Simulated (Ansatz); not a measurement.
Breaking a bond: H₂, singlet.

RMP2 = MP2 on RHF/cc-pVDZ, frozen core (Ansatz, a program for electronic structure); FCI = full CI/cc-pVDZ, frozen core run with Ansatz.

Energies relative to the lowest point of each curve near equilibrium, in mEh:

| R / Å | RMP2 |
|---|---|
| 0.68 | 4.5 |
| 0.71 | 1.5 |
| 0.75 | 0.0 |
| 0.79 | 0.8 |
| 0.81 | 1.9 |
| 0.93 | 15.2 |
| 1.02 | 29.8 |
| 1.14 | 51.8 |
| 1.50 | 117.4 |
| 1.64 | 139.4 |
| 2.24 | 204.5 |
| 3.00 | 229.5 |

What does FCI give at the same points?

0.68: 5.1; 0.71: 1.8; 0.75: 0.0; 0.79: 0.5; 0.81: 1.4; 0.93: 13.3; 1.02: 26.7; 1.14: 46.6; 1.50: 102.1; 1.64: 118.5; 2.24: 155.3; 3.00: 164.1 (mEh).

The restricted form behind RMP2 keeps the bonding electrons paired and can't separate into open-shell fragments. The T1 diagnostic of CCSD on the restricted reference of RMP2 exceeds 0.045 at 1.98 to 3.00 Å.
